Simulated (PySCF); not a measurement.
n-hexane: calculation against experiment

**Measured values to compare with.**

NIST CCCBDB Release 22 (SRD 101), experimental polarizabilities lists, for the gas: mean polarisability 11.63 Å³.

The results are set against them at the end.

Species: n-hexane, C₆H₁₄.
Numbering: `[CH3:1][CH2:2][CH2:3][CH2:4][CH2:5][CH3:6]` (hydrogens: H7, H8, H9 on C1; H10, H11 on C2; H12, H13 on C3; H14, H15 on C4; H16, H17 on C5; H18, H19, H20 on C6)

Geometry (GFN2-xTB, Å), atoms numbered from 1 in this order:
```xyz
20
C6H14 angstrom
C     -3.1621   -0.2968    0.1678
C     -1.8230    0.3681    0.4597
C     -0.6725   -0.3296   -0.2608
C      0.6717    0.3333    0.0278
C      1.8219   -0.3667   -0.6914
C      3.1623    0.2964   -0.4014
H     -3.9676    0.2168    0.6874
H     -3.1509   -1.3348    0.4927
H     -3.3734   -0.2758   -0.8990
H     -1.8604    1.4145    0.1478
H     -1.6358    0.3507    1.5357
H     -0.6332   -1.3762    0.0514
H     -0.8586   -0.3134   -1.3375
H      0.8570    0.3177    1.1047
H      0.6327    1.3798   -0.2851
H      1.8579   -1.4124   -0.3768
H      1.6349   -0.3517   -1.7677
H      3.1519    1.3350   -0.7245
H      3.9654   -0.2175   -0.9242
H      3.3766    0.2732    0.6648
```

The PySCF runs (gas phase, on this GFN2-xTB geometry; no spin–orbit coupling):

```json
{"level": "PBE0/def2-SVPD", "job": "8 singlets by full TDDFT, 3 Tamm–Dancoff triplets, polarisability", "basis functions": "232", "wall time": "28 s"}
```

Hardware: an x86-64 server with one thread, no GPU, shared host.

Results beside the measurements:

**Mean polarisability.** Measured: 11.63 Å³ (NIST CCCBDB Release 22 (SRD 101), experimental polarizabilities).

```tsv
level	computed (Å³)	computed − measured (Å³)	% (from the printed values)
PBE0/def2-SVPD	11.22	-0.41	-4
```

The computed values are static and purely electronic, with core orbitals frozen in the response (1 au = 0.148185 Å³). The table of measured values doesn't say here whether a value is static or optical, or holds a vibrational part. The measurement averages over conformers, the calculation has one.

No measured geometry was used, and the causes of the misses weren't examined.
